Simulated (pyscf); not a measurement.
Structures and frequencies: ωB97X-D3(BJ)/def2-SVP in PySCF.

Q: Estimate the classical barrier height and the reaction energy of F–GeH(F)–F + amino radical (NH₂•) -> F–Ge•(F)–F + ammonia (NH₃) at ωB97M-D3(BJ)/def2-TZVP. The step runs on the doublet surface, breaks Ge–H and forms H–N; take the separated reactants as zero.

A: ΔE‡ = 0.04 eV, ΔE = -1.08 eV. Zero-point energy shifts the barrier by +0.03 eV. It is a hydrogen abstraction, with an imaginary mode of 552i cm⁻¹. On the reactant side the descent ends in a bound adduct, 0.37 eV under the separated species and 0.40 eV under the saddle at ωB97X-D3(BJ)/def2-TZVP. On the product side the descent ends in an adduct with a Ge–N contact (not fully relaxed), 0.78 eV under the separated species and 1.75 eV under the saddle at ωB97X-D3(BJ)/def2-TZVP. This is the saddle that the search found; another between the same sides may lie lower. The angle at the transferred H is 150°. Elements up to Kr have no core potential and no relativistic terms here.
